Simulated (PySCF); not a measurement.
How the method moves the HOMO and LUMO of `Cn1ccnn1`

Compound: C3H5N3.
Z-matrix (Å and degrees, PBE0-D3(BJ)/def2-SVP geometry), rows numbered from 1:
```
C 
N   1  1.4398
C   2  1.3526  1  129.12
C   3  1.3776  2  103.72  1  -179.52
N   4  1.3547  3  108.27  2    -0.00
N   5  1.2896  4  109.11  3     0.02
H   1  1.0992  2  110.71  3   -57.06
H   1  1.0997  2  110.92  3    64.56
H   1  1.0962  2  107.06  3  -176.25
H   3  1.0866  2  122.93  1     0.51
H   4  1.0878  3  129.66  2  -179.90
```

Basis pcSseg-2 throughout (PySCF), one geometry. Isolated species at its PBE0-D3(BJ)/def2-SVP geometry, gas phase.

Q: How do the orbital energies, the gap and the dipole change with the method?

A: 
```tsv
method	kind	HOMO (eV)	LUMO (eV)	gap (eV)	μ (D)	SCF cycles
BLYP	GGA	-5.97	-1.07	4.90	4.58	15
PBE	GGA	-6.09	-1.16	4.92	4.56	16
OPBE	GGA	-6.10	-1.05	5.05	4.47	16
LDA	LDA	-6.17	-1.39	4.79	4.69	15
BP86	GGA	-6.19	-1.24	4.96	4.58	15
HF	Hartree–Fock	-9.75	2.30	12.04	4.79	12
```

The HOMO spans 3.78 eV, from BLYP down to HF, and the gap runs from 4.79 eV (LDA) to 12.04 eV (HF). The dipole ranges from 4.47 D (OPBE) to 4.79 D (HF). This basis has no diffuse functions.
